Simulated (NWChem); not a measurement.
System: BCl3; SMILES B(Cl)(Cl)Cl

```xyz
4

B      0.0000     0.0000     0.0000
Cl     1.4837     0.9321     0.0000
Cl     0.0654    -1.7509     0.0000
Cl    -1.5491     0.8188     0.0000
```
Atoms are numbered in this order, from 1.

Computed with NWChem. Geometry: optimised at B3LYP/6-31G* (spherical d).

Q: Taking Hartree-Fock/def2-QZVP as the yardstick, which of these has the fewest basis functions while keeping “highest occupied level (eV)” within 0.1 eV of it: Hartree-Fock/def2-SVPD; Hartree-Fock/def2-SVP; Hartree-Fock/def2-TZVPP; Hartree-Fock/def2-TZVP?

A: Hartree-Fock/def2-SVPD.
```csv
level,basis functions,highest occupied level (eV)
Hartree-Fock/def2-SVP,68,-12.36
Hartree-Fock/def2-SVPD,101,-12.55
Hartree-Fock/def2-TZVP,142,-12.48
Hartree-Fock/def2-TZVPP,157,-12.48
Hartree-Fock/def2-QZVP,267,-12.50
```

The yardstick is one finite set, not the basis-set limit.
